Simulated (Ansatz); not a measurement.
hcp Ti was calculated with B3LYP (VWN-RPA form) (PAW; Ansatz, a quantum-chemistry and plane-wave program).

Settings: plane-wave cutoff 460 eV, 12×12×6 k mesh (along the axes of the cell as run), Fermi–Dirac smearing 0.05 eV, no spin polarisation, scalar-relativistic PAW data made under PBE.

Computed at the level's own relaxed cell.

Problem. Give the computed lattice parameter a and lattice parameter c.

Solution. 
- lattice parameter a = 2.937 Å
- lattice parameter c = 4.668 Å

Measured, for comparison: lattice constant a 2.950 Å, lattice parameter c 4.683 Å (293 K, no zero-point or thermal correction; as tabulated in Wikipedia's data pages). Computed (rounded) less measured: lattice constant a -0.4 %, lattice parameter c -0.3 %. A static lattice is as a rule a little smaller and stiffer than an uncorrected measurement, which narrows the difference in the lattice constant a, lattice parameter c and would widen misses of the other sign.

The computed numbers hold no vibrational or temperature effects.
